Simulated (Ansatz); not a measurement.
# BH2F (triplet): the correlation ladder, cc-pVDZ

An exercise on one series of results from a longer session: the logs are not shown, and one member is left open.

Computed with Ansatz 0.2.0, Gaussian basis. Level: cc-pVDZ, core rule «outside noble gas», up to 2 orbitals frozen.

Plan: UHF; CCSD(T) on ROHF; CCSD(T) on UHF; BCCD(T) on ROHF; CISD; CCSDT(Q) on ROHF; CCSDT(Q) on UHF.

10 further runs of the same task are left out: 7 for a known fault of the program, 3 set aside as unsound or not needed.

### The geometry

The geometry is a PBE0/def2-TZVP stationary point (not a proven minimum) of the parent state, kept for this charge and spin.

4 atoms, charge 0, spin multiplicity 3.

Atoms are counted from 1 here; the program's logs count them from 0.

Bond lengths: B1–F2 1.317 Å, B1–H3 1.197 Å, B1–H4 1.197 Å. Angles: F2–B1–H3 117.8°, F2–B1–H4 117.8°, H3–B1–H4 124.4°.

The first run:

in.yaml

```yaml
crystal:
  periodic: [false, false, false]
  atoms:
    - {symbol: B, position_ang: [0.000000, 0.000000, 0.750638]}
    - {symbol: F, position_ang: [0.000000, 0.000000, -0.566075]}
    - {symbol: H, position_ang: [0.000000, 1.058917, 1.309286]}
    - {symbol: H, position_ang: [0.000000, -1.058917, 1.309286]}
basis:
  gaussian: {orbitals: cc-pVDZ}
magnetization: {spin_polarized: true, initial_magnetization: 2}
hamiltonian: {xc: hf}
output: {orbitals: {seedname: orbitals}}
```

Run with:

```bash
$ ansatz run in.yaml --threads 1 --pin off --events-out ev --progress --plain --max-ram 4096MiB --backend cpu
```

Steps of the session up to this table: UHF; CCSD(T) on ROHF; CCSD(T) on UHF; BCCD(T) on ROHF; CISD; CCSDT(Q) on ROHF; CCSDT(Q) on UHF.

One table of the session follows, with a row left open; its other results are not shown here.

| method | from UCCSDT(Q) (meV) |
| --- | --- |
| ROHF | ? |
| UHF | +8255.0 |
| RMP2 | +712.1 |
| UMP2 | +740.1 |
| CISD | +755.1 |
| RCCSD | +224.3 |
| UCCSD | +220.6 |
| RCCSD(T) | +36.2 |
| UCCSD(T) | +36.6 |
| BCCD(T) | +34.7 |
| RCCSDT | +16.3 |
| UCCSDT | +15.8 |
| RCCSDT(Q) | +4.9 |
| UCCSDT(Q) | 0 |

**Question.** Estimate the row for ROHF.

**Answer.** from UCCSDT(Q) (meV): +8430.5. In the column «from UCCSDT(Q) (meV)» it is the highest.

Among the levels timed on like hardware and quicker than the yardstick, those that no quicker one beats, quickest first: BCCD(T) (1.8 s, +34.7 meV).

Limits of these values: Restricted and unrestricted rows rest on different reference determinants; where their highest levels disagree by more than a few hundredths of an eV, they describe different states and don't form one ladder.
